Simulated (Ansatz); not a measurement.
Ansatz (a quantum-chemistry and plane-wave program) input (B3LYP-D3(BJ)/def2-TZVP):

Ansatz 0.2 input:
```yaml
crystal:
  periodic: [false, false, false]
  atoms:
    - {symbol: S, position_ang: [-0.00000000, -0.00000000, -0.07935692]}
    - {symbol: H, position_ang: [0.00000000, 0.00000000, 1.26971067]}
basis:
  gaussian:
    orbitals: def2-TZVP
hamiltonian:
  xc: b3lyp
  dispersion: d3bj
total_charge: -1
phonons: {temperatures: {t_min: 298.15, t_max: 298.15, t_step: 100}}
```

Output:

```
Functional definition: B3LYP
integrals: 0.00 GiB planned
315 factors; their error is unknown
mean field: 0.08 GiB planned
mean field evaluation 1: about -10852.8348 eV, gradient 1.3e1 eV
mean field evaluation 2: about -10852.8023 eV, gradient 1.3e1 eV
mean field evaluation 4: about -10853.1490 eV, gradient 2.4e-1 eV
mean field evaluation 8: about -10853.1685 eV, gradient 9.1e-4 eV
mean field -10853.16853149 eV, -398.8465869904 hartree, gradient 1.0e-5 eV, S^2 0.000000; 0 other end points of the search recorded, 0 dependent functions left out
the calculation of the forces begins
reference -10853.16870125 eV, -398.8465932291 hartree; 9, 9 occupied and 34, 34 virtual orbitals, 315 factors
these checks for a lower state are left out or cut short: stability, starts, cluster_reference, orbital_swaps, neighbouring_geometries, increment
integrals: 0.00 GiB planned
315 factors; their error is unknown
mean field: 0.08 GiB planned
mean field evaluation 16: about -10853.1685 eV, gradient 2.0e-5 eV
mean field -10853.16853150 eV, -398.8465869906 hartree, gradient 3.1e-7 eV, S^2 0.000000; 0 other end points of the search recorded, 0 dependent functions left out
the calculation of the forces begins
reference -10853.16870126 eV, -398.8465932293 hartree; 9, 9 occupied and 34, 34 virtual orbitals, 315 factors
these checks for a lower state are left out or cut short: stability, starts, cluster_reference, orbital_swaps, neighbouring_geometries, increment
integrals: 0.00 GiB planned
315 factors; their error is unknown
mean field: 0.08 GiB planned
mean field -10853.16853150 eV, -398.8465869906 hartree, gradient 3.1e-7 eV, S^2 0.000000; 0 other end points of the search recorded, 0 dependent functions left out
the calculation of the forces begins
reference -10853.16870126 eV, -398.8465932293 hartree; 9, 9 occupied and 34, 34 virtual orbitals, 315 factors
these checks for a lower state are left out or cut short: stability, starts, cluster_reference, orbital_swaps, neighbouring_geometries, increment
integrals: 0.00 GiB planned
315 factors; their error is unknown
mean field: 0.08 GiB planned
mean field evaluation 32: about -10853.1685 eV, gradient 5.9e-7 eV
mean field -10853.16853150 eV, -398.8465869906 hartree, gradient 3.1e-7 eV, S^2 0.000000; 0 other end points of the search recorded, 0 dependent functions left out
the calculation of the forces begins
reference -10853.16870126 eV, -398.8465932293 hartree; 9, 9 occupied and 34, 34 virtual orbitals, 315 factors
these checks for a lower state are left out or cut short: stability, starts, cluster_reference, orbital_swaps, neighbouring_geometries, increment
integrals: 0.00 GiB planned
315 factors; their error is unknown
mean field: 0.08 GiB planned
mean field -10853.16853150 eV, -398.8465869906 hartree, gradient 3.1e-7 eV, S^2 0.000000; 0 other end points of the search recorded, 0 dependent functions left out
the calculation of the forces begins
reference -10853.16870126 eV, -398.8465932293 hartree; 9, 9 occupied and 34, 34 virtual orbitals, 315 factors
these checks for a lower state are left out or cut short: stability, starts, cluster_reference, orbital_swaps, neighbouring_geometries, increment
integrals: 0.00 GiB planned
315 factors; their error is unknown
mean field: 0.08 GiB planned
mean field -10853.16844903 eV, -398.8465839602 hartree, gradient 7.0e-7 eV, S^2 0.000000; 0 other end points of the search recorded, 0 dependent functions left out
the calculation of the forces begins
reference -10853.16861880 eV, -398.8465901989 hartree; 9, 9 occupied and 34, 34 virtual orbitals, 315 factors
these checks for a lower state are left out or cut short: stability, starts, cluster_reference, orbital_swaps, neighbouring_geometries, increment
integrals: 0.00 GiB planned
315 factors; their error is unknown
mean field: 0.08 GiB planned
mean field -10853.16846237 eV, -398.8465844504 hartree, gradient 7.5e-7 eV, S^2 0.000000; 0 other end points of the search recorded, 0 dependent functions left out
the calculation of the forces begins
reference -10853.16863213 eV, -398.8465906890 hartree; 9, 9 occupied and 34, 34 virtual orbitals, 315 factors
these checks for a lower state are left out or cut short: stability, starts, cluster_reference, orbital_swaps, neighbouring_geometries, increment
integrals: 0.00 GiB planned
315 factors; their error is unknown
mean field: 0.08 GiB planned
mean field -10853.16853150 eV, -398.8465869906 hartree, gradient 3.1e-7 eV, S^2 0.000000; 0 other end points of the search recorded, 0 dependent functions left out
the calculation of the forces begins
reference -10853.16870126 eV, -398.8465932293 hartree; 9, 9 occupied and 34, 34 virtual orbitals, 315 factors
these checks for a lower state are left out or cut short: stability, starts, cluster_reference, orbital_swaps, neighbouring_geometries, increment
integrals: 0.00 GiB planned
315 factors; their error is unknown
mean field: 0.08 GiB planned
mean field evaluation 64: about -10853.1685 eV, gradient 6.0e-2 eV
mean field -10853.16853150 eV, -398.8465869906 hartree, gradient 3.1e-7 eV, S^2 0.000000; 0 other end points of the search recorded, 0 dependent functions left out
the calculation of the forces begins
reference -10853.16870126 eV, -398.8465932293 hartree; 9, 9 occupied and 34, 34 virtual orbitals, 315 factors
these checks for a lower state are left out or cut short: stability, starts, cluster_reference, orbital_swaps, neighbouring_geometries, increment
integrals: 0.00 GiB planned
315 factors; their error is unknown
mean field: 0.08 GiB planned
mean field -10853.16853150 eV, -398.8465869906 hartree, gradient 3.1e-7 eV, S^2 0.000000; 0 other end points of the search recorded, 0 dependent functions left out
the calculation of the forces begins
reference -10853.16870126 eV, -398.8465932293 hartree; 9, 9 occupied and 34, 34 virtual orbitals, 315 factors
these checks for a lower state are left out or cut short: stability, starts, cluster_reference, orbital_swaps, neighbouring_geometries, increment
integrals: 0.00 GiB planned
315 factors; their error is unknown
mean field: 0.08 GiB planned
mean field -10853.16853150 eV, -398.8465869906 hartree, gradient 3.1e-7 eV, S^2 0.000000; 0 other end points of the search recorded, 0 dependent functions left out
the calculation of the forces begins
reference -10853.16870126 eV, -398.8465932293 hartree; 9, 9 occupied and 34, 34 virtual orbitals, 315 factors
these checks for a lower state are left out or cut short: stability, starts, cluster_reference, orbital_swaps, neighbouring_geometries, increment
integrals: 0.00 GiB planned
315 factors; their error is unknown
mean field: 0.08 GiB planned
mean field -10853.16846237 eV, -398.8465844504 hartree, gradient 7.5e-7 eV, S^2 0.000000; 0 other end points of the search recorded, 0 dependent functions left out
the calculation of the forces begins
reference -10853.16863213 eV, -398.8465906890 hartree; 9, 9 occupied and 34, 34 virtual orbitals, 315 factors
these checks for a lower state are left out or cut short: stability, starts, cluster_reference, orbital_swaps, neighbouring_geometries, increment
integrals: 0.00 GiB planned
315 factors; their error is unknown
mean field: 0.08 GiB planned
mean field evaluation 96: about -10853.1684 eV, gradient 7.0e-7 eV
mean field -10853.16844903 eV, -398.8465839602 hartree, gradient 7.0e-7 eV, S^2 0.000000; 0 other end points of the search recorded, 0 dependent functions left out
the calculation of the forces begins
reference -10853.16861880 eV, -398.8465901989 hartree; 9, 9 occupied and 34, 34 virtual orbitals, 315 factors
Total energy: -10853.18630645 eV, -398.8472402081 hartree
Atom 0 at    -0.000000    -0.000000    -0.079357 Å, force    -0.000000     0.000000    -0.002476 eV/Å
Atom 1 at     0.000000     0.000000     1.269711 Å, force     0.000000    -0.000000     0.002476 eV/Å
Dipole moment:     0.000000     0.000000     0.138561 e Å
Vibrations: 2597.80 cm⁻¹, zero-point energy 0.161043 eV
```

Whether it binds its extra electron was not tested at this geometry.
